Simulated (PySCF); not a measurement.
## Frontier levels across methods

Compound: hydrosulfide, HS (charge -1).
Atom-mapped SMILES: `[SH-:1]` (hydrogens: H2 on S1)

Geometry (PBE0-D3(BJ)/def2-SVP, Å), atoms numbered from 1 in this order:
```
atom  x, y, z in Å
S1     0.683   -0.006   -0.005
H2    -0.677    0.009   -0.023
```

Basis pcSseg-2 throughout (PySCF), one geometry. Isolated species at its PBE0-D3(BJ)/def2-SVP geometry, gas phase. The geometry's basis has no diffuse functions.

Problem. How do the orbital energies and the gap change with the method?

Solution. 
```json
{"method": "BLYP", "kind": "GGA", "HOMO (eV)": "1.67", "LUMO (eV)": "5.53", "gap (eV)": "3.86", "SCF cycles": "11"}
{"method": "OPBE", "kind": "GGA", "HOMO (eV)": "1.57", "LUMO (eV)": "5.78", "gap (eV)": "4.21", "SCF cycles": "12"}
{"method": "KT3", "kind": "GGA", "HOMO (eV)": "1.54", "LUMO (eV)": "5.55", "gap (eV)": "4.00", "SCF cycles": "12"}
{"method": "B97-D", "kind": "GGA", "HOMO (eV)": "1.51", "LUMO (eV)": "5.59", "gap (eV)": "4.08", "SCF cycles": "12"}
{"method": "PBE", "kind": "GGA", "HOMO (eV)": "1.51", "LUMO (eV)": "5.53", "gap (eV)": "4.03", "SCF cycles": "12"}
{"method": "KT2", "kind": "GGA", "HOMO (eV)": "1.46", "LUMO (eV)": "5.54", "gap (eV)": "4.08", "SCF cycles": "13"}
{"method": "LDA", "kind": "LDA", "HOMO (eV)": "1.37", "LUMO (eV)": "5.37", "gap (eV)": "4.01", "SCF cycles": "11"}
{"method": "BP86", "kind": "GGA", "HOMO (eV)": "1.36", "LUMO (eV)": "5.49", "gap (eV)": "4.13", "SCF cycles": "12"}
{"method": "B97-2", "kind": "global hybrid", "HOMO (eV)": "0.59", "LUMO (eV)": "6.27", "gap (eV)": "5.68", "SCF cycles": "11"}
{"method": "B3LYP", "kind": "global hybrid", "HOMO (eV)": "0.59", "LUMO (eV)": "5.96", "gap (eV)": "5.37", "SCF cycles": "10"}
{"method": "PBE0", "kind": "global hybrid", "HOMO (eV)": "0.34", "LUMO (eV)": "6.26", "gap (eV)": "5.92", "SCF cycles": "10"}
{"method": "mPW1PW91", "kind": "global hybrid", "HOMO (eV)": "0.32", "LUMO (eV)": "6.27", "gap (eV)": "5.95", "SCF cycles": "10"}
{"method": "BHandHLYP", "kind": "global hybrid", "HOMO (eV)": "-0.66", "LUMO (eV)": "6.85", "gap (eV)": "7.51", "SCF cycles": "9"}
{"method": "CAM-B3LYP", "kind": "range-separated hybrid", "HOMO (eV)": "-0.95", "LUMO (eV)": "7.02", "gap (eV)": "7.97", "SCF cycles": "9"}
{"method": "wB97X-D", "kind": "range-separated hybrid", "HOMO (eV)": "-1.54", "LUMO (eV)": "7.84", "gap (eV)": "9.38", "SCF cycles": "11"}
{"method": "HF", "kind": "Hartree–Fock", "HOMO (eV)": "-2.32", "LUMO (eV)": "8.61", "gap (eV)": "10.93", "SCF cycles": "9"}
{"method": "LC-wPBE", "kind": "range-separated hybrid", "HOMO (eV)": "-2.34", "LUMO (eV)": "8.20", "gap (eV)": "10.54", "SCF cycles": "11"}
```

The HOMO spans 4.01 eV, from BLYP down to LC-wPBE, and the gap runs from 3.86 eV (BLYP) to 10.93 eV (HF). Over the methods BLYP (0 %), OPBE (0 %), KT3 (0 %), B97-D (0 %), PBE (0 %), KT2 (0 %), LDA (0 %), BP86 (0 %), B97-2 (21 %), B3LYP (20 %), PBE0 (25 %), mPW1PW91 (25 %), BHandHLYP (50 %), HF (100 %), a straight line through the gap against the share of exact exchange rises by 0.69 eV for each 10 % (correlation coefficient 0.998). Where the HOMO energy of this anion is positive, the outermost electrons may be held by the finite basis alone.
